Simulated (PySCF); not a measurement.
Saddle point of Si2H8S, closed shell (Si₂H₆ ([SiH3][SiH3]) + H₂S → SiH₄S ([SiH3][SH]) + SiH₄; bonds formed: Si1–S7, Si2–H6; bonds broken: Si1–Si2, H6–S7), PBE0-D4/def2-TZVP structure:

```
atom    x (Å)    y (Å)    z (Å)
 Si1  -1.0290  -0.5080   0.2514
 Si2   0.5718   0.9485  -1.0141
  H3  -0.6627  -1.5638  -0.7686
  H4  -2.5282  -0.6640   0.1800
  H5  -0.9827   0.5837   1.2922
  H6   0.8409  -0.4112   0.3118
  S7   0.6741  -1.6176   1.4012
  H8  -0.5426   1.6225  -1.7504
  H9   1.4617   0.3215  -2.0285
 H10   1.2907   2.0048  -0.2497
 H11   0.9059  -0.7163   2.3746
```

Energies are electronic, without zero-point energy. Barriers and step energies count from the start structure reached by relaxing down the imaginary mode; all methods use the PBE0-D4 structures, on which another method's saddle can fall below an end. Computed with PySCF 2.14 with density fitting (its default auxiliary sets; JK sets also for MP2 and CCSD(T)) (basis: def2-TZVPP, with def2-QZVPP for the basis limit); correlated methods freeze the cores. B3LYP uses VWN-RPA correlation. Extrapolation: Hartree–Fock as exp(−7.88 √X), correlation as X^−2.97.

```tsv
method	barrier (kJ/mol)	step energy (kJ/mol)
SPW92	180.8	-33.9
PBE-D4	207.1	-38.3
r2SCAN-D4	?	-46.9
PBE0-D4	232.9	-42.4
B3LYP-D4	?	-48.2
BHLYP-D4	288.1	-52.2
wB97M-V	?	-51.9
HF	364.5	-65.1
MP2	258.4	-57.1
CCSD	288.4	-50.6
CCSD(T)	270.9	-49.3
```

Q: Fill in the withheld barriers. (Judge from chemistry; the value comes from the calculation.)

A: By the calculation: wB97M-V 261.6; B3LYP-D4 255.9; r2SCAN-D4 226.2 kJ/mol. Each is the energy of the saddle less that of the start structure, by the same method.

For comparison, the barrier by CCSD(T) at an estimated basis limit (MP2 extrapolated from triple and quadruple zeta, plus CCSD(T) − MP2 in triple zeta) is 261.9 kJ/mol.

T1 diagnostic: at most 0.014.

Labels in which every atom is bracketed show which atoms are joined, not bond orders.

For scale, one of the runs: CCSD(T)/def2-TZVPP, 238 basis functions, launched by `OMP_NUM_THREADS=4 python run.py`. Hardware: 4 CPU threads of an Arm Neoverse V2, shared host. Wall time 11 min; peak host memory 3.6 GiB.
